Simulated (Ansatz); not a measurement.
Several settings on one geometry of cyclo-(PH)4 (P4H4) (that of the charge 0 singlet, r2SCAN-D4/def2-SVP). Ansatz on 4 threads of Arm Neoverse N1 on a shared host; times are rough.

```xyz
8

P    -0.408   -0.996   -1.248
P    -0.555   -1.261    1.011
P     1.373   -0.049    0.911
P     0.303    1.088   -0.728
H    -1.787   -0.688   -1.483
H    -1.398   -0.111    1.203
H     1.083    0.839    1.997
H     1.389    1.178   -1.663
```

Totals from different functionals, basis sets or treatments of relativity can't be compared as stabilities.

The 6-31G sets use Cartesian d functions.

The spins typed aren't always the lowest for that charge.

**Question.** Give the basis size and estimate the energy, ⟨S²⟩, dipole and time of these runs.

```tsv
run	method	charge	state	further keys
1	UKS r2SCAN-D3(BJ)/6-31++G**	-1	doublet	fitting: {mean_field: cc-pVTZ-jkfit}; point_charges: [{charge: -1.00, position_ang: [6.350, -0.282, 0.881]}]; scf: {lower_state_search: off}; forces asked
2	RKS revPBE0/pcseg-2	0	singlet	scf: {omitted_lower_state_checks: [starts]}; forces asked
3	RKS ωB97/def2-mTZVP	0	singlet	scf: {omitted_lower_state_checks: [starts]}; forces asked
```

**Answer.** 
| run | functions | energy (Eh) | ⟨S²⟩ | dipole (D) | wall time |
| --- | --- | --- | --- | --- | --- |
| 1 | 116 | -1367.5809 | 0.75 | – | 12 s |
| 2 | 192 | -1367.6488 | – | 1.13 | 5.5 s |
| 3 | 100 | -1367.7702 | – | 1.38 | 5 s |
